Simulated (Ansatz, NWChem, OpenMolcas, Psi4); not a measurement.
## Strength of the C–Si bond: SiH(CH3)2 → SiH(CH3) + CH3

Species: SiH(CH3)2, doublet; SiH(CH3), singlet; CH3 `[CH3]`, doublet. 

Shapes, held fixed at every level: PBE0-D4/def2-TZVP. Programs: Ansatz 0.2.0, NWChem 7.3.0, OpenMolcas 26.06. A level may come from different programs for different species; with the same settings they agree closely. Electronic energies: no zero-point or thermal term.

```
                             level           kind  ΔE (kJ/mol)
                         HF/STO-3G   Hartree–Fock       +322.6
                          HF/3-21G   Hartree–Fock       +228.3
                       HF/def2-SVP   Hartree–Fock       +242.8
B3LYP/6-31G* (Cartesian functions)  global hybrid       +274.7
                     PBE0/def2-SVP  global hybrid       +303.6
```

PBE0/def2-SVP gives ΔE = +303.6 kJ/mol; the levels span +228.3 to +322.6. A fragment pairs its electrons up again, so this isn't a typical strength of such a bond. The median of the levels is +274.7. No measured value is set beside it here. Open shells run unrestricted. Rows in sets without polarisation functions are far from converged.
